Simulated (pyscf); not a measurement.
**Four-centre exchange: allene (H₂C=C=CH₂) + hydrogen fluoride (HF) -> allene (H₂C=C=CH₂) + hydrogen fluoride (HF)**

Gas phase, singlet surface, charge 0. Bonds broken: C1–H9, H4–F8. Bonds formed: C1–H4, F8–H9. Optimised with ωB97X-D3(BJ)/def2-SVP in PySCF. MP2 and CC: frozen core, UHF for open shells. ΔMP2 is the change of the MP2 total energy from the triple- to the quadruple-zeta basis.

Transition state (Å):

```xyz
9

C     -1.5168     0.4252     0.3439
C     -0.2460     0.2288     0.0444
C      1.0046     0.0696    -0.2967
H     -2.2902     0.7465    -0.6980
H     -1.9602    -0.0702     1.2163
H      1.7788     0.7355     0.0974
H      1.2974    -0.7330    -0.9811
F     -2.7358     1.8811    -1.0938
H     -2.0122     1.5937    -0.0758
```

One imaginary mode, 2501i cm⁻¹; descent along it reached the two sides named, in the forms told below.

```
bond   change  reactant side (Å)  saddle  product side
-----  ------  -----------------  ------  ------------
C1–H9  breaks              1.096   1.337         2.331
H4–F8  breaks              0.930   1.282           3.7
C1–H4   forms              2.331   1.337         1.096
F8–H9   forms                3.7   1.282         0.930
```

Electronic energies relative to the separated reactants (kcal/mol):

```csv
level,barrier,reaction energy,reverse barrier
ωB97X-D3(BJ)/def2-TZVP,57.7,0.0,57.7
PBE/def2-TZVP,45.2,0.0,45.2
r²SCAN/def2-TZVP,49.9,0.0,49.9
B3LYP-D3(BJ)/def2-TZVP,54.7,0.0,54.7
PBE0-D3(BJ)/def2-TZVP,52.6,0.0,52.6
M06-2X/def2-TZVP,58.8,0.0,58.8
ωB97M-D3(BJ)/def2-TZVP,56.9,0.0,56.9
HF/def2-TZVP,80.9,0.0,80.9
MP2/def2-QZVPP,59.1,0.0,59.1
CCSD/def2-TZVPP,66.1,0.0,66.1
CCSD(T)/def2-TZVPP,62.0,0.0,62.0
CCSD(T)/def2-TZVPP + ΔMP2(QZVPP),61.9,0.0,61.9
```

With CCSD(T)/def2-TZVPP + ΔMP2(QZVPP) energies and thermal terms (ideal gas, 1 atm, RRHO with modes under 100 cm⁻¹ raised to 100, one conformer, R ln 2 for rigid chiral ones), in kcal/mol:

```
T (K)   ΔH‡   ΔG‡   ΔH   ΔG
-----  ----  ----  ---  ---
298    58.5  66.9  0.0  0.0
600    58.3  75.6  0.0  0.0
900    58.7  84.2  0.0  0.0
1200   59.4  92.6  0.0  0.0
```

On the reactant side the descent ends in a complex, 5.1 kcal/mol under the separated species and 62.8 kcal/mol under the saddle at ωB97X-D3(BJ)/def2-TZVP. On the product side the descent ends in a complex, 5.1 kcal/mol under the separated species and 62.8 kcal/mol under the saddle at ωB97X-D3(BJ)/def2-TZVP. One saddle was located; it need not be the lowest between these sides. The CCSD(T) − MP2 part came from Ansatz, without density fitting, on the same reference.
